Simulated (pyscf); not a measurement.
Thermochemistry of product channels of `[Cl][GeH2][Cl]` + `[OH2]` on the singlet surface, in kcal/mol, from ωB97M-D3(BJ)/def2-TZVP energies (ideal gas, 1 atm, RRHO with modes under 100 cm⁻¹ raised to 100, one conformer, R ln 2 for chiral ones without a mode under 150 cm⁻¹). Single points on ωB97X-D3(BJ)/def2-SVP structures (PySCF, gas phase).

| products | ΔE | ΔH(298 K) | ΔG(298 K) | ΔG(1200 K) |
|---|---|---|---|---|
| `[OH][GeH]([Cl])[Cl]` + `[H][H]` | … | -8.3 | -6.7 | -4.7 |
| `[ClH]` + `[OH][GeH2][Cl]` | +8.6 | +7.0 | +6.6 | … |

Task: Some entries are withheld; supply them.

Result: 
- `[OH][GeH]([Cl])[Cl]` + `[H][H]`, ΔE: -5.5
- `[ClH]` + `[OH][GeH2][Cl]`, ΔG(1200 K): +4.2

These are energies of the channels, which say nothing of barriers. Elements up to Kr have no core potential and no relativistic terms here.
